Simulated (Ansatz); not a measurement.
**revPBE/cc-pVTZ run of CH3Al (SMILES C[Al])**

Aim: the vertical ionisation energy of CH3Al at revPBE/cc-pVTZ, from 2 runs. 

The calculation is run with Ansatz 0.2.0.

68 further runs of the same task are left out: 68 set aside as unsound or not needed.

**1. The structure to begin with**

CH3Al: 5 atoms, total charge 0, spin state singlet. As SMILES, `C[Al]`. The coordinates come from a PBE0-D4/def2-TZVP relaxation.

Bond lengths: C1–Al2 1.988 Å, C1–H3 1.098 Å, C1–H4 1.098 Å, C1–H5 1.098 Å. Angles: Al2–C1–H3 111.8°, Al2–C1–H4 111.8°, Al2–C1–H5 111.8°, H3–C1–H4 107.1°, H3–C1–H5 107.1°, H4–C1–H5 107.1°.

**2. A single-point energy at revPBE/cc-pVTZ**

molecule.yaml reads:

```yaml
crystal:
  periodic: [false, false, false]
  atoms:
    - symbol: C
      position_ang: [-0.131220, -0.057510, 0.054000]
    - symbol: Al
      position_ang: [1.572690, 0.689240, -0.647230]
    - symbol: H
      position_ang: [-0.230740, -1.127460, -0.171770]
    - symbol: H
      position_ang: [-0.205100, 0.049890, 1.144270]
    - symbol: H
      position_ang: [-1.005630, 0.445840, -0.379270]
basis:
  gaussian:
    orbitals: cc-pVTZ
hamiltonian:
  xc: {name: revPBE}
output:
  orbitals: {seedname: orbitals}
accuracy: high
```

Command:

```sh
ansatz run molecule.yaml --threads 1 --pin off --max-ram 3480MiB --events-out events.jsonl --progress --plain --runs-dir runs
```

Output:

```text
Warning: RAYON_NUM_THREADS=1 ignored (pool sized by the plan → 1); use --threads N
Functional definition: revPBE
  name "revPBE"
  parameter kappa = 1.245
  parameter beta = 0.06672455060314922
  exchange = pbe_x(kappa = kappa, mu = beta*pi^2/3)
  correlation = pbe_c(beta = beta)
1819 factors; integrals over basis functions are off by at most 3.2e-9 eV
mean field evaluation 1: about -7670.9487 eV, gradient 6.5e1 eV
mean field evaluation 2: about -7629.1942 eV, gradient 1.0e2 eV
mean field evaluation 4: about -7680.6844 eV, gradient 4.7e0 eV
mean field evaluation 8: about -7680.7985 eV, gradient 1.2e-1 eV
mean field evaluation 16: about -7680.7986 eV, gradient 2.6e-6 eV
mean field -7680.79856006 eV, -282.2641408500 hartree, gradient 2.8e-8 eV, S^2 0.000000; 0 other end points of the search recorded, 0 dependent functions left out
reference -7680.79856361 eV, -282.2641409803 hartree; 11, 11 occupied and 95, 95 virtual orbitals, 1819 factors
Total energy: -7680.79856361 eV, -282.2641409803 hartree
```

Wall time 2.7 s (1 thread of Intel Xeon 6975P-C (Granite Rapids), shared host); peak memory 0.25 GiB.

**3. The doublet cation**

molecule.yaml reads:

```yaml
basis:
  gaussian:
    orbitals: cc-pVTZ
crystal:
  periodic: [false, false, false]
  atoms:
    - {symbol: C, position_ang: [-0.131220, -0.057510, 0.054000]}
    - {symbol: Al, position_ang: [1.572690, 0.689240, -0.647230]}
    - {symbol: H, position_ang: [-0.230740, -1.127460, -0.171770]}
    - {symbol: H, position_ang: [-0.205100, 0.049890, 1.144270]}
    - {symbol: H, position_ang: [-1.005630, 0.445840, -0.379270]}
total_charge: 1
magnetization:
  spin_polarized: true
  initial_magnetization: 1
accuracy: high
hamiltonian:
  xc: {name: revPBE}
output: {orbitals: {seedname: orbitals}}
```

Command:

```sh
ansatz run molecule.yaml --threads 1 --pin off --max-ram 3480MiB --events-out events.jsonl --progress --plain --runs-dir runs
```

Output, shortened:

```text
Warning: RAYON_NUM_THREADS=1 ignored (pool sized by the plan → 1); use --threads N
[... 6 set-up lines as earlier in the session ...]
1819 factors; integrals over basis functions are off by at most 3.2e-9 eV
mean field evaluation 1: about -7650.7487 eV, gradient 6.7e1 eV
mean field evaluation 2: about -7501.8798 eV, gradient 1.1e2 eV
mean field evaluation 4: about -7672.4364 eV, gradient 1.0e1 eV
mean field evaluation 8: about -7673.1958 eV, gradient 1.9e-1 eV
mean field evaluation 16: about -7673.1960 eV, gradient 3.1e-5 eV
mean field -7673.19599613 eV, -281.9847517787 hartree, gradient 4.0e-8 eV, S^2 0.754526; 0 other end points of the search recorded, 0 dependent functions left out
reference -7673.19600037 eV, -281.9847519347 hartree; 11, 10 occupied and 95, 96 virtual orbitals, 1819 factors
Total energy: -7673.19600037 eV, -281.9847519347 hartree
```

Run time: 3.9 s. Hardware: 1 thread of Intel Xeon 6975P-C (Granite Rapids), shared host; peak memory 0.29 GiB.

**4. Summary of results**

At revPBE/cc-pVTZ:

| quantity | value |
| --- | --- |
| singlet CH3Al: total energy | -282.26414 Eh |
| singlet CH3Al: HOMO energy | -4.62 eV |
| singlet CH3Al: LUMO energy | -2.04 eV |
| singlet CH3Al: HOMO–LUMO gap | 2.58 eV |
| doublet cation: total energy | -281.98475 Eh |
| doublet cation: HOMO energy (highest over α and β) | -12.09 eV |
| doublet cation: LUMO energy (lowest over α and β) | -10.54 eV |
| doublet cation: ⟨S²⟩ | 0.755 |
| vertical ionisation energy (to the doublet cation) | 7.603 eV |

In words: The vertical ionisation energy comes to 7.60 eV (175 kcal/mol). The negative HOMO energy of the first species, 4.62 eV, lies 2.99 eV below that difference.
